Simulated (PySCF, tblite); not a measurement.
# C₄H₄FN+ (doublet): geometry, infrared bands and EPR parameters

What infrared bands and EPR parameters should C₄H₄FN+ (doublet) (`F[CH+][CH][C@@H]1C=N1`) show?

Computed with tblite 0.8.0 and PySCF 2.14.0, with density-fitted response routines of our own, on a single molecule in the gas phase. Atoms count from 0, in the outputs and in this text.

## 1. The molecule as given

10 atoms, charge 1, multiplicity 2; geometry from: force field or distance geometry start.

Bonds of the start (Å): F0–C1 1.35, C1–C2 1.40, C2–C3 1.46, C3–C4 1.43, C4–N5 1.26, N5–C3 1.53, C1–H6 1.08, C2–H7 1.08, C3–H8 1.07, C4–H9 1.09.

## 2. Geometry optimisation with GFN2-xTB

What the job is given:

```
{"job": {"kind": "relax", "xc": "GFN2-xTB", "basis": "xTB"}, "charge": 1, "multiplicity": 2}
F      1.451700    -0.252000     1.568900
C      1.546600    -0.519900     0.248900
C      0.557700    -0.100400    -0.650400
C     -0.572800     0.699200    -0.201400
C     -1.713900     0.000100     0.290500
N     -1.916700     0.407900    -0.880800
H      2.433500    -1.099100     0.025500
H      0.647300    -0.340600    -1.700400
H     -0.406000     1.723600     0.077100
H     -2.018400    -0.514100     1.199600
```

The run is started by

```
OMP_NUM_THREADS=1 python probes_run.py task.json out
```

One launch serves the whole session: the jobs run in the order shown.

**Question.** This job is followed by: GFN2-xTB harmonic vibrations, gas phase; UKS B3LYP, pcH-1 on C F H N, non-relativistic, mean-field spin-orbit, GIAO. What will the session give for the following? strongest single infrared mode (GFN2-xTB); zero-point energy (GFN2-xTB); g(iso) (B3LYP); ⟨S²⟩; largest a(iso).

**Answer**, as computed:

| quantity | value |
| --- | --- |
| strongest single infrared mode (GFN2-xTB) | 1526 cm⁻¹, 259 km/mol |
| zero-point energy (GFN2-xTB) | 42.2 kcal/mol |
| g(iso) (B3LYP) | 2.00344 |
| ⟨S²⟩ | 0.758 (exact 0.75) |
| largest a(iso) | 19F on F0, 81.1 MHz |

Over 55 steps the energy fell by 0.861 eV; of the close pairs, C3–C4 changed most, 1.426 to 1.570 Å. All 24 modes are real, so the xTB geometry is a minimum. The strongest single mode, at 1526 cm⁻¹, moves mainly C1 and C2. GFN2-xTB is a fitted tight-binding method: band positions and strengths are rough. Its intensities can rank the bands wrongly. The largest share of the spin, 0.36 e, sits on C1. The isotropic g lies 1.1 ppt above the free-electron value. These values are for one conformer; the search (at its own cheap level) found 2 more, at 0.64, 1.04 kcal/mol, and measured spectra average over such forms.
